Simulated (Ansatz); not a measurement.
Base system: Ge in the diamond structure (space group Fd-3m, No. 227; a = 5.762 Å).

Computed with PBE (Ansatz, a program for electronic structure), without spin-orbit coupling, earlier PAW set.

| level | band gap | lattice parameter a |
|---|---|---|
| PBE | zero | 5.762 Å |

Problem. What does experiment give, and how far off is each level?

Solution. Measured: band gap 0.792 eV (static lattice; corrected from measurement; as listed in Anna Miglio et al., npj Computational Materials (2020)); lattice parameter a 5.644 Å (static lattice; corrected from measurement; as listed in Daniel Mejia-Rodriguez, S. B. Trickey, Phys. Rev. B (2018)). Computed minus measured — band gap: PBE -0.79 eV; lattice parameter a: PBE +2.1 %. A measured gap can be an optical one, lowered by exciton binding. Levels without spin-orbit coupling miss its lowering of the gap, often about a third of the valence-band splitting.

No phonon test of stability was made. A zero or small gap of Ge can be the functional's error rather than a property of the material.
